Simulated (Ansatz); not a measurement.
## Scan of Al$_{2}$H, doublet

Starting geometry (PBE0/def2-TZVP stationary point for this spin, not checked as a minimum):

```xyz
3

Al    0.0000    0.0000    0.3526
Al    0.0000    0.0000   -2.3244
H     0.0000    0.0000    1.9718
```

From there Al2 moves along the line of the two atoms named below, all else staying in place; atoms are numbered as listed. Energies are in kcal/mol, counted from the starting geometry at the same level.

Basis 6-31G; Ansatz 0.2.0. Correlated methods freeze the noble-gas cores. Prefix R: restricted or restricted open-shell reference.

Full CI is exact within this basis and frozen core; it isn't the basis-set limit.

| distance Al1-Al2 (Å) | RMP2 |
| --- | --- |
| 2.187 | 30.1 |
| 2.462 | 5.8 |
| 2.677 | 0.0 |
| 2.934 | 0.4 |
| 3.331 | 6.7 |
| 3.672 | 9.4 |
| 4.389 | 11.9 |
| 5.011 | 13.0 |
| 5.770 | 13.6 |
| 7.310 | 14.1 |
| 9.311 | 14.2 |

Task: Estimate the full CI curve in 6-31G from this one, knowing how RMP2 errs.

Result: The computed full CI values, in kcal/mol from the starting point, and the error of RMP2 against them:
```json
{"distance Al1-Al2 (Å)": "2.187", "full CI": "30.6", "RMP2 less full CI": "-0.5"}
{"distance Al1-Al2 (Å)": "2.462", "full CI": "6.2", "RMP2 less full CI": "-0.4"}
{"distance Al1-Al2 (Å)": "2.677", "full CI": "0.0", "RMP2 less full CI": "0.0"}
{"distance Al1-Al2 (Å)": "2.934", "full CI": "-0.3", "RMP2 less full CI": "0.7"}
{"distance Al1-Al2 (Å)": "3.331", "full CI": "4.6", "RMP2 less full CI": "2.2"}
{"distance Al1-Al2 (Å)": "3.672", "full CI": "8.5", "RMP2 less full CI": "0.9"}
{"distance Al1-Al2 (Å)": "4.389", "full CI": "12.1", "RMP2 less full CI": "-0.2"}
{"distance Al1-Al2 (Å)": "5.011", "full CI": "13.2", "RMP2 less full CI": "-0.2"}
{"distance Al1-Al2 (Å)": "5.770", "full CI": "13.8", "RMP2 less full CI": "-0.2"}
{"distance Al1-Al2 (Å)": "7.310", "full CI": "14.3", "RMP2 less full CI": "-0.2"}
{"distance Al1-Al2 (Å)": "9.311", "full CI": "14.4", "RMP2 less full CI": "-0.2"}
```

The error spans 2.6 kcal/mol and is largest, 2.2 kcal/mol, at 3.331 Å.
